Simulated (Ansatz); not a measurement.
**LiH2− (singlet): the correlation ladder at angle H2–Li1–H3 = 158.8°, aug-cc-pVTZ**

The task here is to estimate one member of a computed series from the others.

Program: Ansatz 0.2.0, Gaussian basis. Level of theory: aug-cc-pVTZ, core rule «outside noble gas», up to 1 orbitals frozen. These are calculated values, not measurements.

Plan: UHF; CCSD(T) on RHF; BCCD(T) on RHF; CCSDT(Q) on RHF; Full CI.

19 further runs of the same task are left out: 7 for a known fault of the program, 8 that didn't finish, 4 set aside as unsound or not needed. Runs told in other sessions of the task aren't counted.

## What is computed

The geometry derives from a PBE0/def2-TZVPD stationary point (not a proven minimum). One angle is set to the value named; bond lengths are kept.

3 atoms, charge -1, spin multiplicity 1.

Atoms are counted from 1 here; the program's logs count them from 0.

Bond lengths: Li1–H2 1.733 Å, Li1–H3 1.733 Å. Angles: H2–Li1–H3 158.8°.

Set-up of the first run:

in.yaml reads:

```yaml
crystal:
  periodic: [false, false, false]
  atoms:
    - {symbol: Li, position_ang: [-0.071736, 0.000000, 0.000000]}
    - {symbol: H, position_ang: [0.247000, 0.000000, -1.703152]}
    - {symbol: H, position_ang: [0.247000, 0.000000, 1.703152]}
basis:
  gaussian: {orbitals: aug-cc-pVTZ}
total_charge: -1
magnetization: {spin_polarized: true, initial_magnetization: 0}
hamiltonian: {xc: hf}
output: {orbitals: {seedname: orbitals}}
```

Started as:

```
$ ansatz run in.yaml --threads 1 --pin off --events-out ev --progress --plain --max-ram 2393MiB
```

Among the steps run: UHF; CCSD(T) on RHF; BCCD(T) on RHF; CCSDT(Q) on RHF; Full CI.

One table of the session follows, with a row left open; its other results are not shown here.

It belongs to the step «Misses and costs». 

| method | from FCI (meV) |
| --- | --- |
| RHF | ? |
| RMP2 | +454.7 |
| RCCSD | +12.4 |
| RCCSD(T) | +3.8 |
| BCCD(T) | +3.7 |
| RCCSDT | +0.4 |
| RCCSDT(Q) | +0.1 |
| FCI | 0 |

Q: Estimate the row for RHF from the others.

The run gave: from FCI (meV): +2012.2. In the column «from FCI (meV)» it is the highest.
